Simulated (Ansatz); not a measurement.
## Ansatz (development build ahead of 0.2.0) run

```yaml
crystal:
  periodic: [false, false, false]
  atoms:
    - { symbol: C, position_ang: [0.68304, 0.74503, 0.02831] }
    - { symbol: C, position_ang: [-0.62501, 0.76815, -0.02086] }
    - { symbol: C, position_ang: [-0.63908, -0.81561, 0.02514] }
    - { symbol: C, position_ang: [0.64262, -0.7757, -0.04249] }
    - { symbol: H, position_ang: [1.47939, 1.55166, 0.03179] }
    - { symbol: H, position_ang: [-1.44812, 1.59219, -0.03046] }
    - { symbol: H, position_ang: [-1.4277, -1.57429, 0.0434] }
    - { symbol: H, position_ang: [1.42401, -1.54998, 0.04698] }
basis:
  gaussian: { orbitals: STO-3G }
hamiltonian:
  xc: hf
correlation:
  method: mp2
  frozen_orbitals: { C: 1, H: 0 }
```

The input is written out in the form of the current development build from the run's settings.

The run gave:

```
Converged                       : yes
Reference energy                : -151.73390 hartree
Correlation energy              : -0.24760 hartree
Total energy                    : -151.98150 hartree
Spin squared of the determinant : 0.000
```

Caution: in another basis set an unrestricted determinant lies well below.
